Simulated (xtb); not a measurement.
# C2H5N (ethenamine): GFN0-xTB (coordinate angle, coordinate atoms (1, 2, 6), force constant 0.5 in the program's units, held value 111.6 degree)

We compute a structure relaxation of C2H5N (ethenamine). 

Program for the calculation: xtb 6.7.1.

5 further runs of the same task are left out: 5 set aside as unsound or not needed.

## (1) The system as given

The species is C2H5N (8 atoms), meant as a singlet with charge 0. SMILES: `C=CN`. All atoms were displaced at random from a relaxed shape. The run starts from this shape.

Bond lengths: C1–C2 1.307 Å, C2–N3 1.452 Å, C1–H4 1.116 Å, C1–H5 1.005 Å, C2–H6 1.071 Å, N3–H7 1.029 Å, N3–H8 1.048 Å. Angles: C1–C2–N3 124.0°, C1–C2–H6 122.7°, N3–C2–H6 111.5°, C2–C1–H4 123.6°, C2–C1–H5 118.9°, C2–N3–H7 114.1°, C2–N3–H8 113.7°, H4–C1–H5 117.5°, H7–N3–H8 118.1°.

## (2) A structure relaxation at GFN0-xTB (coordinate angle, coordinate atoms (1, 2, 6), force constant 0.5 in the program's units, held value 111.6 degree)

The input, xtb.inp:

```
$chrg 0
$spin 0
$opt
   microcycle=5
   hessian=lindh-d2
   exact rf
$constrain
   force constant=0.5
   angle: 1, 2, 6, 111.6
$end
```

The input, input.xyz:

```xyz
8
start
C     -0.93362700     0.43754700    -0.57431000
C      0.18752900     0.43434400     0.09648900
N      0.81557100    -0.76391500     0.62396500
H     -1.48451600    -0.48971300    -0.86036500
H     -1.33542400     1.31834700    -0.84584600
H      0.60278200     1.31941900     0.53276000
H      0.49764000    -1.63535500     0.17842400
H      1.83936800    -0.65277900     0.81595100
```

On the command line:

```
xtb input.xyz --molden --gfn 0 -I xtb.inp -o normal > input.out 2> xtb.err
```

What values should one expect? Wanted: total energy at the end; dipole moment; HOMO energy; LUMO energy; HOMO–LUMO gap; dispersion energy; mean polarisability.

Computed results:

Level: GFN0-xTB (coordinate angle, coordinate atoms (1, 2, 6), force constant 0.5 in the program's units, held value 111.6 degree).

| quantity | value |
| --- | --- |
| total energy at the end | -9.91111 Eh |
| dipole moment | 2.57 D |
| HOMO energy | -11.06 eV |
| LUMO energy | -6.30 eV |
| HOMO–LUMO gap | 4.76 eV |
| dispersion energy | -3.24 kJ/mol |
| mean polarisability (D4 model) | 38.0 bohr³ |

In words: At the final geometry: Bond lengths: C1–C2 1.330 Å, C2–N3 1.357 Å, C1–H4 1.082 Å, C1–H5 1.077 Å, C2–H6 1.085 Å, N3–H7 1.004 Å, N3–H8 1.001 Å. Angles: C1–C2–N3 127.7°, C1–C2–H6 113.1°, N3–C2–H6 119.2°, C2–C1–H4 121.9°, C2–C1–H5 121.2°, C2–N3–H7 117.4°, C2–N3–H8 119.4°, H4–C1–H5 116.8°, H7–N3–H8 115.7°.
